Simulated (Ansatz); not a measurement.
**CH7NSi: a ladder of functionals and wavefunction methods**

Aim: compute CH7NSi with functionals from several rungs and with coupled cluster. The yardstick is the atomisation energy at the CCSD(T) limit.

The runs use Ansatz 0.2.0, Gaussian basis; functionals in def2-TZVPP, the program's frozen cores in correlated methods.

The runs, in order: LDA (SPW92), PBE-D4, revPBE-D4, BLYP-D4, r2SCAN-D4, B97M-V, PBE0-D4, B3LYP-D4, r2SCANh-D4, r2SCAN0-D4, HSE06-D4, BHLYP-D4, CAM-B3LYP-D4, LC-ωPBE, ωB97X-V, ωB97M-V, B2PLYP, PBE-QIDH; CCSD(T)/def2-SVP; CCSD(T)/def2-TZVPP; MP2/def2-QZVPP; extrapolation to the limit; RPA on PBE.

## Step 1: The geometry

All runs share one geometry, relaxed beforehand with PBE0-D4 in a triple-zeta def2 set.

10 atoms, charge 0, spin multiplicity 1.

Atoms are counted from 1 here; the program's logs count them from 0.

Bond lengths: N1–C2 1.458 Å, N1–H4 1.012 Å, N1–H5 1.012 Å, C2–Si3 1.883 Å, C2–H6 1.095 Å, C2–H7 1.102 Å, Si3–H8 1.490 Å, Si3–H9 1.485 Å, Si3–H10 1.489 Å. Angles: C2–N1–H4 110.9°, C2–N1–H5 111.3°, H4–N1–H5 107.1°, N1–C2–Si3 110.1°, N1–C2–H6 108.8°, N1–C2–H7 115.0°, Si3–C2–H6 107.0°, Si3–C2–H7 109.4°, H6–C2–H7 106.2°, C2–Si3–H8 109.4°, C2–Si3–H9 111.0°, C2–Si3–H10 110.0°, H8–Si3–H9 108.6°, H8–Si3–H10 108.5°, H9–Si3–H10 109.3°.

## Step 2: LDA

This LDA is Slater exchange with PW92 correlation.

in.yaml

```yaml
crystal:
  periodic: [false, false, false]
  atoms:
    - {symbol: N, position_ang: [-1.304451, 0.523252, -0.537141]}
    - {symbol: C, position_ang: [0.143619, 0.583329, -0.376313]}
    - {symbol: Si, position_ang: [0.717243, -0.746708, 0.827504]}
    - {symbol: H, position_ang: [-1.586760, -0.361350, -0.939366]}
    - {symbol: H, position_ang: [-1.636303, 1.251546, -1.156883]}
    - {symbol: H, position_ang: [0.409640, 1.550304, 0.064318]}
    - {symbol: H, position_ang: [0.719706, 0.502924, -1.312094]}
    - {symbol: H, position_ang: [0.237295, -2.077478, 0.358747]}
    - {symbol: H, position_ang: [0.178303, -0.501442, 2.189645]}
    - {symbol: H, position_ang: [2.204708, -0.775377, 0.884482]}
basis:
  gaussian: {orbitals: def2-TZVPP}
hamiltonian: {xc: lda}
output: {orbitals: {seedname: orbitals}}
```

Run with:

```
> ansatz run in.yaml --threads 2 --pin off --events-out ev --progress --plain --max-ram 4352MiB
```

Further steps of the session: PBE-D4 (GGA); revPBE-D4 (GGA); BLYP-D4 (GGA); r2SCAN-D4 (meta-GGA); B97M-V (meta-GGA); B3LYP-D4 (hybrid); r2SCANh-D4 (hybrid); r2SCAN0-D4 (hybrid); HSE06-D4 (hybrid); BHLYP-D4 (hybrid); CAM-B3LYP-D4 (range-separated); LC-ωPBE (range-separated); ωB97X-V (range-separated); ωB97M-V (range-separated); B2PLYP (double hybrid); PBE-QIDH (double hybrid); CCSD(T) in def2-SVP; CCSD(T) in def2-TZVPP; MP2 in def2-QZVPP; RPA on PBE orbitals.

Q: Predict the results of all the runs planned. Wanted: atomisation energy, CCSD(T)/CBS; farthest beyond LDA; mean size of error, GGA; mean size of error, meta-GGA; mean size of error, hybrid; mean size of error, range-separated; mean size of error, double hybrid; gap, smallest and largest; T1 diagnostic.

The runs gave:

```
                               quantity                                                  value
        atomisation energy, CCSD(T)/CBS                                          3305.0 kJ/mol
 functionals within 16.5 kJ/mol (0.5 %)  BLYP-D4, B97M-V, B3LYP-D4, HSE06-D4, ωB97X-V, ωB97M-V
                    farthest beyond LDA                                BHLYP-D4 (-63.0 kJ/mol)
                mean size of error, GGA                                            23.4 kJ/mol
           mean size of error, meta-GGA                                            10.5 kJ/mol
             mean size of error, hybrid                                            31.4 kJ/mol
    mean size of error, range-separated                                            18.4 kJ/mol
      mean size of error, double hybrid                                            40.4 kJ/mol
              gap, smallest and largest              5.20 eV (LDA (SPW92)), 12.48 eV (LC-ωPBE)
                          T1 diagnostic                                                 0.0098
triples share of the correlation energy                                                  3.4 %
```

**Reading.** The LDA atomisation energy is off by 409.0 kJ/mol (12 %): it overbinds. PBE-D4 is off by +19.3 kJ/mol. Double hybrids carry the basis error of their MP2 part in triple zeta, and no dispersion term here, so their miss is partly the set-up's. Taken by rung, meta-GGA functionals do best (10.5 kJ/mol on average) and double hybrid ones worst beyond LDA (40.4 kJ/mol). The gap between the best rungs is small, so their order is not settled. Misses under about 16.5 kJ/mol are within the doubt on the reference itself, which lacks core-valence correlation, relativity and higher excitations. Hartree-Fock recovers 73 % of the binding; the rest is correlation. CCSD(T) in def2-SVP is off by -204.0 kJ/mol, which most functionals beat. The gap grows from 5.2 to 12.5 eV across the functionals, mostly with the share of exact exchange.
